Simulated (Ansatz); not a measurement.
Isolated molecules relaxed with PBE0-D4/def2-TZVP in Ansatz; ΔE leaves out vibrations. CBS: MP2 limit from def2 TZ/QZ plus the TZ coupled-cluster correction, frozen cores. This one scheme is used for every species. DFT in def2-TZVPP. Each species was taken in one conformer, which may not be the lowest.

`FCC(F)F` + ethylene → `C=CCF` + difluoromethane  (formal exchange of groups at a C–C bond)

`FCC(F)F`:

Z-matrix (Å, degrees):
```
C
C 1 1.509
F 1 1.372 2 109.3
H 1 1.093 2 109.4 3 -119.5
H 1 1.093 2 109.5 3 119.8
F 2 1.356 1 108.3 3 173.8
F 2 1.352 1 110.4 3 -68.3
H 2 1.095 1 113.0 3 53.0
```

`C=C`:

```xyz
6

C    -0.191    0.199   -0.601
C     0.191   -0.199    0.601
H    -1.204    0.534   -0.796
H     0.494    0.206   -1.443
H     1.204   -0.534    0.796
H    -0.494   -0.206    1.443
```

`C=CCF`:

Cartesian coordinates in Å:
```
C -0.982 0.857 0.455
C 0.221 0.530 0.014
C 0.650 -0.848 -0.346
F -0.361 -1.765 -0.167
H -1.229 1.882 0.700
H -1.754 0.108 0.584
H 0.991 1.289 -0.113
H 0.963 -0.892 -1.397
H 1.502 -1.160 0.271
```

`FCF`:

Z-matrix (Å, degrees):
```
C
F 1 1.351
F 1 1.351 2 108.6
H 1 1.093 2 108.8 3 118.2
H 1 1.094 2 108.8 3 -118.2
```

```json
{"level": "LDA (SPW92)", "ΔE (kcal/mol)": "0.0", "difference from CCSD(T)/CBS": "-0.9"}
{"level": "BLYP-D4", "ΔE (kcal/mol)": "0.0", "difference from CCSD(T)/CBS": "-0.9"}
{"level": "PBE0-D4", "ΔE (kcal/mol)": "0.0", "difference from CCSD(T)/CBS": "-0.9"}
{"level": "B2PLYP", "ΔE (kcal/mol)": "0.5", "difference from CCSD(T)/CBS": "-0.4"}
{"level": "revPBE", "ΔE (kcal/mol)": "-0.1", "difference from CCSD(T)/CBS": "-1.0"}
{"level": "PBE0", "ΔE (kcal/mol)": "0.2", "difference from CCSD(T)/CBS": "-0.7"}
{"level": "CAM-B3LYP", "ΔE (kcal/mol)": "0.8", "difference from CCSD(T)/CBS": "-0.1"}
{"level": "MP2/def2-SVP", "ΔE (kcal/mol)": "0.9", "difference from CCSD(T)/CBS": "0.0"}
{"level": "HF/def2-TZVPP", "ΔE (kcal/mol)": "1.3", "difference from CCSD(T)/CBS": "0.4"}
{"level": "CCSD/def2-TZVPP", "ΔE (kcal/mol)": "0.9", "difference from CCSD(T)/CBS": "0.0"}
{"level": "CCSD(T)/CBS", "ΔE (kcal/mol)": "0.9", "difference from CCSD(T)/CBS": "0"}
```

**Question.** What do rigid-rotor, harmonic-oscillator terms from PBE0-D4/def2-TZVP frequencies (298.15 K, 1 bar) make of the CCSD(T)/CBS value? (Best estimate.)

**Answer.** Computed: ΔZPE = +0.8 kcal/mol, ΔH = +1.4 kcal/mol, ΔS = 9 J/(mol·K), ΔG = +0.8 kcal/mol.

Largest T1 diagnostic among the species: 0.011.

Leaving LDA and LC-ωPBE aside and taking each functional with its dispersion term where it has one, the values, not all of them listed here, spread over 1.5 kcal/mol, from revPBE-D4 to ωB97M-V.
